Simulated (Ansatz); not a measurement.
Input for Ansatz (a program for electronic structure): U-wB97M-V/def2-TZVPPD on HCOts, 2S+1 = 2. Files ending in .json are basis or fitting sets from the Basis Set Exchange.

Ansatz 0.2 input:
```yaml
crystal:
  periodic: [false, false, false]
  atoms:
    - {symbol: H, position_ang: [-1.52086400, 1.38882900, 0.00000000]}
    - {symbol: C, position_ang: [0.10863300, 0.54932900, 0.00000000]}
    - {symbol: O, position_ang: [0.10863300, -0.58560100, 0.00000000]}
basis:
  gaussian:
    orbitals: def2-TZVPPD.json
hamiltonian:
  xc: {name: wB97M-V}
magnetization: {spin_polarized: true, initial_magnetization: 1}
```

Output:

```
WARN ansatz: RAYON_NUM_THREADS=1 ignored (pool sized by the plan → 1); use --threads N
Functional definition: wB97M-V
integrals: 0.02 GiB planned
417 factors; their error is unknown
integrals: 0.05 GiB planned
125 factors; integrals over basis functions are off by at most 1.2e-4 eV
mean field: 0.33 GiB planned
mean field evaluation 1: about -3095.0811 eV, gradient 2.5e1 eV
mean field evaluation 2: about -3093.2083 eV, gradient 3.6e1 eV
mean field evaluation 4: about -3097.3735 eV, gradient 1.1e0 eV
mean field evaluation 8: about -3097.4077 eV, gradient 5.9e-2 eV
mean field evaluation 16: about -3097.4136 eV, gradient 1.1e-4 eV
mean field -3097.41363095 eV, -113.8278514351 hartree, gradient 5.4e-5 eV, S^2 0.757760; 0 other end points of the search recorded, 0 dependent functions left out
reference -3097.41367525 eV, -113.8278530631 hartree; 8, 7 occupied and 86, 87 virtual orbitals, 417 factors
Total energy: -3097.41367525 eV, -113.8278530631 hartree
```

The run converged.

Cost: about 4 core-seconds (a rough figure).
